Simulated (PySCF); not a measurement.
Delta-SCF ions had no search for a lower state. Excitations are Tamm–Dancoff values on a coarser integration grid. The basis has no diffuse functions, so Rydberg states are missing or too high.

# BF3, SMILES `FB(F)F` (charge 0, multiplicity 1)

The numbers are results of PySCF with ωB97X-D3(BJ)/def2-TZVP // B3LYP-D3(BJ)/def2-TZVP, not measurements.

The HOMO comes out as -14.86 eV and the dipole moment is 0.00 D. The HOMO–LUMO gap comes out as 17.01 eV and the LUMO is 2.15 eV. The S1 excitation (TDA) is 10.96 eV and the S1 oscillator strength comes out as 0.000. The T1 excitation (TDA) is 10.74 eV. The S1–T1 gap (TDA) is 0.23 eV, the vertical ionisation energy (Delta-SCF) is 15.61 eV and the total energy is -324.7370 Ha. The cost is very roughly 70 core-seconds.

Bond lengths (Å): F1–B2 1.316, B2–F3 1.316, B2–F4 1.316. Bond angles (°): F1–B2–F3 120.0, F1–B2–F4 120.0, F3–B2–F4 120.0.
